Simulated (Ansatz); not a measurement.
`CC(N)F` → `[CH2]` (triplet) + `NCF` at 298.15 K and 1 bar (formal loss of a carbene).

Program: Ansatz. Geometries: PBE0-D4/def2-TZVP. ΔE: electronic, gas phase. CCSD(T)/CBS is the MP2 limit (def2-TZVPP, def2-QZVPP) plus CCSD(T) − MP2 in def2-TZVPP, frozen cores. This one scheme is used for every species. Triplets are unrestricted, without spin–orbit coupling. Each species was taken in one conformer, which may not be the lowest.

```csv
species,CCSD(T)/CBS energy (Eh),H − E (kJ/mol),S (J/(mol·K))
`CC(N)F`,-234.21706,240.0,287.8
`[CH2]` (triplet),-39.09499,55.4,195.3
`NCF`,-194.94856,164.0,258.8
```

H − E and S are ideal-gas, rigid-rotor, harmonic terms from PBE0-D4/def2-TZVP, for one conformer and one mirror image of each species, with the whole ground term of open shells counted as degenerate. 1 Eh = 2625.50 kJ/mol, R = 8.31446 J/(mol·K).

Problem. By hand: ΔE, ΔH, ΔS and ΔG.

Solution. ΔE = (-39.09499) + (-194.94856) − (-234.21706) = 0.17351 Eh = 455.6 kJ/mol. Δ(H − E) = 55.4 + 164.0 − 240.0 = -20.6, so ΔH = 435.0 kJ/mol. ΔS = 195.3 + 258.8 − 287.8 = 166.3 J/(mol·K). ΔG = 435.0 − 298.15 × (166.3)/1000 = 385.4 kJ/mol.

Problem. By hand: the equilibrium constant, and the temperature at which ΔG would vanish if ΔH and ΔS stayed fixed.

Solution. log₁₀ K = −ΔG/(RT ln 10) = -67.5. ΔG = 0 at ΔH/ΔS = 2616 K, far beyond where these terms or the molecules hold.

The number of gas molecules changes by +1, which sets the sign of ΔS. A doubt of 5 kJ/mol in ΔE shifts log₁₀ K by 0.9 here. Other conformers and mirror images would add mixing entropy, several J/(mol·K) or more a flexible species. A triplet takes part, so the spin changes. These are equilibria of isolated gas molecules and say nothing of rates. Largest T1 diagnostic: 0.011 (customary marks: 0.02 for closed shells, 0.045 for open ones).
